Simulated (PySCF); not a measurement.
Molecule: SMILES C1=CCC=CC1, C$_{6}$H$_{8}$.

Cartesian coordinates in Å; atom numbers follow the order of the lines, from 1:
```xyz
14

C    -0.3574    1.3596   -0.1783
C     0.9404    1.0444   -0.1692
C     1.4523   -0.3516    0.0098
C     0.3574   -1.3596    0.1783
C    -0.9404   -1.0444    0.1692
C    -1.4523    0.3516   -0.0098
H    -0.6567    2.4039   -0.3154
H     1.6869    1.8349   -0.2990
H     2.1380   -0.3928    0.8785
H     2.0911   -0.6315   -0.8507
H     0.6567   -2.4039    0.3154
H    -1.6869   -1.8349    0.2990
H    -2.0911    0.6315    0.8507
H    -2.1380    0.3928   -0.8785
```

Geometry PBE0-D3(BJ)/def2-SVP throughout; GIAO in PySCF 2.14.0 with density-fitted response routines, gas phase, one conformer, non-relativistic; equivalent atoms averaged; basis pcSseg-1.

(1) How do the absolute shieldings σ depend on the functional? (ppm; last column core-seconds on shared hosts with different chips, so compare them loosely; the GGAs took longer than the global hybrids here, which isn't the general rule, and the cause wasn't traced)

(2) Which nucleus moves most, in ppm?

Answers

(1) 
```tsv
functional	kind	C1/C2/C4/C5	C3/C6	H7/H8/H11/H12	H9/H10/H13/H14	core-s
HF	Hartree–Fock	58.0	166.9	25.89	29.25	4.9
LDA	LDA	45.0	148.6	25.01	27.86	15
PBE	GGA	49.2	148.1	25.45	28.28	19
BLYP	GGA	43.6	142.5	25.71	28.44	19
BP86	GGA	49.0	147.8	25.52	28.35	18
OPBE	GGA	59.6	154.3	25.44	28.34	19
KT2	GGA	59.9	152.0	25.59	28.26	18
KT3	GGA	60.3	151.0	25.75	28.43	19
B97-D	GGA	52.2	147.6	25.75	28.50	18
B3LYP	global hybrid	46.2	148.6	25.69	28.61	12
PBE0	global hybrid	52.0	154.9	25.47	28.52	13
mPW1PW91	global hybrid	51.1	154.1	25.54	28.58	11
WP04	global hybrid	40.3	141.6	26.09	28.93	12
B97-2	global hybrid	54.1	154.1	25.64	28.62	11
BHandHLYP	global hybrid	49.9	156.1	25.71	28.82	10
CAM-B3LYP	range-separated hybrid	47.3	153.9	25.58	28.70	14
wB97X-D	range-separated hybrid	51.6	156.4	25.59	28.77	14
LC-wPBE	range-separated hybrid	52.5	162.3	25.45	28.86	19
```

(2) C3/C6 (allylic sp3 CH2): from 141.6 ppm with WP04 to 166.9 ppm with HF. The smallest spread is 1.08 ppm, at H7/H8/H11/H12. Proton shifts span only some 12 ppm, so a few tenths of a ppm matter as much there as several ppm in carbon.
